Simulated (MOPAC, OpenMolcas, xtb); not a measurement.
**CH4BCl (SMILES BCCl): the dipole moment, rung by rung**

CH4BCl has 7 atoms, charge 0, and is taken as a singlet. As SMILES, `BCCl`. The shape is that of a GFN2-xTB optimisation.

Each level gives the dipole moment (D). The values are calculated.

| level | kind | program | value (D) | CPU time |
| --- | --- | --- | --- | --- |
| PM7 | semi-empirical | MOPAC | 2.44 | under 2 s |
| GFN2-xTB | semi-empirical | xtb | 2.18 | under 2 s |
| GFN0-xTB | semi-empirical | xtb | 1.82 | under 2 s |
| GFN1-xTB | semi-empirical | xtb | 2.04 | under 2 s |
| HF/STO-3G | Hartree–Fock | OpenMolcas | 2.47 | 1.5 s |
| HF/3-21G | Hartree–Fock | OpenMolcas | 2.63 | 1.7 s |
| HF/6-31G** (spherical functions) | Hartree–Fock | OpenMolcas | 2.33 | 3.6 s |
| HF/def2-SVP | Hartree–Fock | OpenMolcas | 2.15 | 3.2 s |
| TPSS/pcseg-2 | meta-GGA | OpenMolcas | 2.00 | 94 s |
| B3LYP/6-31G* (spherical functions) | global hybrid | OpenMolcas | 2.09 | 13 s |

The values span 1.82 to 2.63 D. Sets without polarisation functions give poor dipoles. CPU times are rough (shared hosts, several kinds of processor): they show what a rung costs within a factor of a few.
